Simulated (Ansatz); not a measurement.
**Lu (model structure, started from the simple cubic type, Pm-3m, No. 221, 1 atom in the cell)**

Calculation: PBEsol (Ansatz, an electronic-structure program, PAW).

Settings: plane-wave cutoff 500 eV, 22×22×22 k mesh, Fermi–Dirac smearing 0.1 eV, scalar-relativistic PAW data made under PBE.

Cell (relaxed at this level):

```yaml
crystal:
  lattice:
    - [3.12969, 0.00000, 0.00000]
    - [0.00000, 3.12969, 0.00000]
    - [0.00000, 0.00000, 3.12969]
  atoms:
    - { symbol: Lu, position: [0.00000, 0.00000, 0.00000] }
```

| Property | Result |
|---|---|
| band gap | zero (no gap) |

Note: the relaxation could raise the start's symmetry but not lower it, so the cell can be a saddle point.

Spin–orbit coupling is not included.

The computed numbers hold no vibrational or temperature effects.

The result took very roughly 50 core-seconds.

A model structure was made by putting elements into a prototype or built by hand; it is no filed structure, need not be a known phase, and can be a saddle point held by its symmetry.
